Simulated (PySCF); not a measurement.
An unknown is described by computed data only.

Formula: C4H6O.

| Item | Value |
| --- | --- |
| Dipole | 1.39 D [PBE0/pcSseg-1] |
| 1H NMR | chemical shifts (computed TMS as zero) by class: 6.22 (2 H), 4.81 (2 H), 4.28 (2 H) ppm [GIAO PBE0/pcSseg-1] |
| NMR, other nuclei | isotropic shieldings of nuclei other than C and H, by class: 131 (1 O) ppm [GIAO PBE0/pcSseg-1] |
| 13C NMR | chemical shifts (computed TMS as zero) by class: 156.5 (2 C), 95.7 (2 C) ppm [GIAO PBE0/pcSseg-1] |
| Couplings | largest of the computed one-bond spin–spin couplings (means over like bonds): 13C–1H +181.9 (×2), 13C–1H +174.7 (×2), 13C–1H +169.5 (×2), 13C–13C +92.9 (×2), 17O–13C +23.0 (×2) Hz [B3LYP/pcJ-1, spin–dipole term left out] |
| Rotational structure | rotational constants A, B, C: 35.205, 2.518, 2.350 GHz [PBE0-D3(BJ)/def2-SVP] |

Gas-phase values; electronic properties from PySCF, density fitting. Levels stand in brackets. Geometry: PBE0-D3(BJ)/def2-SVP, one conformer, isolated molecule. NMR classes are plain means over equivalent atoms (diastereotopic ones count apart unless rotation or inversion swaps them), as if these changed places fast.

Problem. Propose a structure and show how it fits.

Solution. Numbering: `[CH2:1]=[CH:2][O:3][CH:4]=[CH2:5]`. Its formula, C4H6O, gives 2 degrees of unsaturation: 0 rings and 2 π bonds in the structure found. 4 carbons fall into 2 classes; from least to most shielded: vinylic carbon bearing oxygen [C2/C4] (156.5 ppm, 2 C), terminal =CH2 carbon [C1/C5] (95.7 ppm, 2 C). Hydrogen classes from least to most shielded: 2 H on 2 like atoms (vinylic carbon bearing oxygen), C2/C4 (6.22 ppm), 2 H on 2 terminal =CH2 carbons, C1/C5 (4.81 ppm), 2 H on 2 terminal =CH2 carbons, C1/C5 (4.28 ppm). The other shieldings belong to: 131 ppm, ether oxygen [O3]. The couplings run between: +181.9 Hz, vinylic carbon bearing oxygen [C2] and its hydrogen (with 1 like pair); +174.7 Hz, terminal =CH2 carbon [C1] and its hydrogen (with 1 like pair); +169.5 Hz, terminal =CH2 carbon [C1] and its hydrogen (with 1 like pair); +92.9 Hz, terminal =CH2 carbon [C1] and vinylic carbon bearing oxygen [C2] (with 1 like pair); +23.0 Hz, ether oxygen [O3] and vinylic carbon bearing oxygen [C2] (with 1 like pair). The optimised geometry has point group C2v and is an asymmetric top. Structure: `C=COC=C` (vinyl ether). Computed isomers that give other values at the same levels: `C=C=COC` (13C chemical shifts (computed TMS as zero) by class: 218.8 (1 C), 127.9 (1 C), 93.5 (1 C), 59.2 (1 C) ppm). The assignments are read from this structure; whether some other isomer fits the data as well wasn't checked.

Conformer computed: `[CH2:1]=[CH:2][O:3][CH:4]=[CH2:5]`: C1–C2–O3–C4 180°, C2–O3–C4–C5 180°.
